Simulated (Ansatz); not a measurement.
## Ansatz (development build ahead of 0.2.0) run

```yaml
crystal:
  periodic: [false, false, false]
  atoms:
    - { symbol: O, position_ang: [0.07442, -0.06292, 0.17488] }
    - { symbol: O, position_ang: [-0.95796, 0.50185, 0.24346] }
    - { symbol: O, position_ang: [3.6252, 0.50496, -0.03099] }
    - { symbol: H, position_ang: [3.52649, 0.06192, 0.78913] }
    - { symbol: H, position_ang: [3.59238, 1.46364, 0.21162] }
basis:
  gaussian: { orbitals: def2-SVP }
magnetization:
  spin_polarized: true
  initial_magnetization: 2
hamiltonian:
  xc: hf
output:
  forces: true
```

The input is written out in the form of the current development build from the run's settings.

Output:

```json
{
 "Converged": "yes",
 "Total energy": "-225.45419 hartree",
 "Spin squared of the determinant": "2.032",
 "Stability test": "minimum"
}
```

Forces (eV/Å):
```tsv
atom	Fx	Fy	Fz
O1	-2.484	1.365	0.173
O2	2.492	-1.364	-0.170
O3	-0.030	2.542	0.184
H4	-0.060	-0.296	0.431
H5	0.082	-2.247	-0.618
```
